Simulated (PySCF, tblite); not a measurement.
## sulfur difluoride and methylamine

A gas-phase complex of sulfur difluoride and methylamine; neutral, singlet. The structure comes from a short search (6 tight-binding starts) and was relaxed by PBE0-D3(BJ)/def2-SVPD; another way of binding may lie lower. Frequencies by PBE0-D3(BJ)/def2-SVPD show no clear imaginary mode.

Parts: 1 = sulfur difluoride (FSF), atoms 1–3; 2 = methylamine (CN), atoms 4–10.

| atom | part | x (Å) | y (Å) | z (Å) |
| --- | --- | --- | --- | --- |
| F1 | 1 | 1.410 | 0.169 | -0.162 |
| S2 | 1 | 0.078 | 0.869 | 0.524 |
| F3 | 1 | -0.938 | -0.116 | -0.386 |
| C4 | 2 | 0.999 | 2.995 | 2.439 |
| N5 | 2 | 1.666 | 2.028 | 1.586 |
| H6 | 2 | 0.338 | 2.461 | 3.134 |
| H7 | 2 | 0.376 | 3.650 | 1.816 |
| H8 | 2 | 1.695 | 3.617 | 3.021 |
| H9 | 2 | 2.227 | 1.360 | 2.104 |
| H10 | 2 | 2.252 | 2.459 | 0.877 |

| contact | kind (by geometry) | distance (Å) | angle (°) |
| --- | --- | --- | --- |
| S2···N5 | short chalcogen bond | 2.235 | 172 |

Deforming the relaxed parts to their shape here costs 4.6 kcal/mol, which the interaction energies leave out.

Interaction energies are complex less parts, with the parts frozen as they stand in it; counterpoise-corrected, in kcal/mol (PySCF).

Q: Give the interaction energy at each level run.

A: 
```csv
level,interaction,superposition error removed
wB97M-D3(BJ)/def2-TZVPD,-13.63,-0.33
PBE0-D3(BJ)/def2-TZVPD,-16.99,-0.34
RI-MP2/def2-TZVPD,-13.61,-1.86
```

Q: What holds them together? Decompose the wB97M-D3(BJ)/def2-TZVPD energy: frozen parts, their antisymmetrised product, then relaxation.

A: electrostatic -50.1, Pauli repulsion +74.7, orbital relaxation -36.2, dispersion correction -2.3 kcal/mol, which sum to the value before the counterpoise correction; the Pauli term holds the exchange-correlation of the frozen density too. Of the attraction, 57 % is electrostatic, 41 % is orbital relaxation, 3 % is dispersion correction.

The parts were also relaxed and run alone, at the levels used for the complex: shieldings by PBE0/pcSseg-2; core levels by delta-SCF with SCAN, pcX-2 on the ionised atom and pcseg-1 elsewhere, spin-free X2C (2p3/2 is the spin-free 2p value less a third of a first-order spin-orbit splitting).

Values alone: F3–S2 bond (Å): 1.621; shielding of S2 (ppm): -997.2; shielding of N5 (ppm): 244.5; shielding of F3 (ppm): 346.4; F1 1s core level (eV): 693.80; S2 2p3/2 core level (eV): 174.13; N5 1s core level (eV): 405.10.

Q: How do these values change when the complex forms?

A: 
```
                property   alone  in the complex  change
          F3–S2 bond (Å)   1.621           1.683  +0.061
   shielding of S2 (ppm)  -997.2          -564.4  +432.8
   shielding of N5 (ppm)   244.5           205.2   -39.3
   shielding of F3 (ppm)   346.4           213.3  -133.1
   F1 1s core level (eV)  693.80          691.99   -1.81
S2 2p3/2 core level (eV)  174.13          171.75   -2.38
   N5 1s core level (eV)  405.10          406.50   +1.41
```

Q: What are the binding energy from relaxed parts (wB97M-D3(BJ)/def2-TZVPD), and ΔH and ΔG of association at 298.15 K and 1 atm?

A: -9.00 kcal/mol, -6.99 with zero-point energy; ΔH -7.2 and ΔG +3.3 kcal/mol, from harmonic vibrations by PBE0-D3(BJ)/def2-SVPD with low modes damped.
